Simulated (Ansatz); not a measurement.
# CH₄AlCl: one species, many methods

An exercise on one series of results from a longer session: the logs are not shown, and one member is left open.

The runs use Ansatz 0.2.0, Gaussian basis; functionals in def2-TZVPP, the program's frozen cores in correlated methods.

Levels to be run: LDA (SPW92), PBE-D4, revPBE-D4, BLYP-D4, r2SCAN-D4, B97M-V, PBE0-D4, B3LYP-D4, r2SCANh-D4, r2SCAN0-D4, HSE06-D4, BHLYP-D4, CAM-B3LYP-D4, LC-ωPBE, ωB97X-V, ωB97M-V, B2PLYP, PBE-QIDH; CCSD(T)/def2-SVP; CCSD(T)/def2-TZVPP; MP2/def2-QZVPP; extrapolation to the limit; RPA on PBE.

**Structure used throughout**

An earlier PBE0-D4 in a triple-zeta def2 set relaxation fixed the geometry.

SMILES `[AlH2][CH2]Cl`, 7 atoms, charge 0, spin multiplicity 1.

Atoms are counted from 1 here; the program's logs count them from 0.

Bond lengths: Al1–C2 1.969 Å, Al1–H4 1.580 Å, Al1–H5 1.589 Å, C2–Cl3 1.792 Å, C2–H6 1.093 Å, C2–H7 1.093 Å. Angles: C2–Al1–H4 120.8°, C2–Al1–H5 117.2°, H4–Al1–H5 122.1°, Al1–C2–Cl3 111.8°, Al1–C2–H6 112.1°, Al1–C2–H7 112.1°, Cl3–C2–H6 107.2°, Cl3–C2–H7 107.2°, H6–C2–H7 106.2°.

The first run:

Input file in.yaml:

```yaml
crystal:
  periodic: [false, false, false]
  atoms:
    - {symbol: Al, position_ang: [-0.694876, 0.291752, -0.826383]}
    - {symbol: C, position_ang: [0.584795, -0.097828, 0.618546]}
    - {symbol: Cl, position_ang: [0.553076, -1.826617, 1.088250]}
    - {symbol: H, position_ang: [-1.575374, -0.858626, -1.458186]}
    - {symbol: H, position_ang: [-0.795842, 1.798581, -1.319838]}
    - {symbol: H, position_ang: [0.376641, 0.485090, 1.519649]}
    - {symbol: H, position_ang: [1.612879, 0.139748, 0.332363]}
basis:
  gaussian: {orbitals: def2-TZVPP}
hamiltonian: {xc: lda}
output: {orbitals: {seedname: orbitals}}
```

Command:

```console
> ansatz run in.yaml --threads 2 --pin off --events-out ev --progress --plain --max-ram 4352MiB
```

Among the steps run: LDA; PBE-D4 (GGA); revPBE-D4 (GGA); BLYP-D4 (GGA); r2SCAN-D4 (meta-GGA); B97M-V (meta-GGA); PBE0-D4 (hybrid); B3LYP-D4 (hybrid); r2SCANh-D4 (hybrid); r2SCAN0-D4 (hybrid); HSE06-D4 (hybrid); BHLYP-D4 (hybrid); CAM-B3LYP-D4 (range-separated); LC-ωPBE (range-separated); ωB97X-V (range-separated); ωB97M-V (range-separated); B2PLYP (double hybrid); PBE-QIDH (double hybrid).

One of the session's tables, all rows but one given; the rest of the session is left out.

```
  functional  HOMO (eV)  LUMO (eV)  gap (eV)
 LDA (SPW92)      -6.36      -2.67      3.69
      PBE-D4      -6.24      -2.42      3.82
   revPBE-D4      -6.20      -2.31      3.89
     BLYP-D4      -6.11      -2.33      3.78
   r2SCAN-D4      -6.52      -2.08      4.44
      B97M-V      -6.65      -2.34      4.31
     PBE0-D4      -7.55      -1.65      5.90
    B3LYP-D4      -7.32      -1.88      5.44
  r2SCANh-D4      -7.00      -1.82      5.18
  r2SCAN0-D4      -7.73      -1.45      6.28
    HSE06-D4      -7.14      -2.01      5.13
    BHLYP-D4          ?          ?         ?
CAM-B3LYP-D4      -8.92      -0.75      8.16
     LC-ωPBE     -10.30       0.38     10.68
     ωB97X-V      -9.93       0.24     10.17
     ωB97M-V      -9.77      -0.06      9.71
```

**Question.** Estimate the row for BHLYP-D4.

Worked estimate for «HOMO (eV)». Against the share of exact exchange, BLYP-D4 (0, -6.11), B3LYP-D4 (0.2, -7.32) give a slope of -6.05 per unit share; at 0.5 the line stands at -9.13.

**Answer.** HOMO (eV): -8.75; LUMO (eV): -0.91; gap (eV): 7.84. In «HOMO (eV)» the line misses by -0.38.
